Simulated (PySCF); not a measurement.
HP(OH) (doublet). Level of theory: UPBE0 in PySCF with P def2-TZVP, H def2-TZVP, O def2-TZVP; no relativity; density-fitted integrals.

Harmonic bands of its minimum:

```json
{"ω (cm⁻¹)": "435", "IR (km/mol)": "98.8"}
{"ω (cm⁻¹)": "847", "IR (km/mol)": "116"}
{"ω (cm⁻¹)": "910", "IR (km/mol)": "42.2"}
{"ω (cm⁻¹)": "1115", "IR (km/mol)": "78.1"}
{"ω (cm⁻¹)": "2376", "IR (km/mol)": "87.1"}
{"ω (cm⁻¹)": "3867", "IR (km/mol)": "116"}
```

Q: The central atom is P. Infer the point group and assign the bands.

A: Cs. The modes span a'' + 5a': 435 a'', 847 a', 910 a', 1115 a', 2376 a', 3867 a'. The computed geometry has O–H 0.962 Å, P–H 1.425 Å, P–O 1.649 Å; H–O–P 110.3°, H–P–O 93.9°.

Other isomers or separated fragments may lie lower.
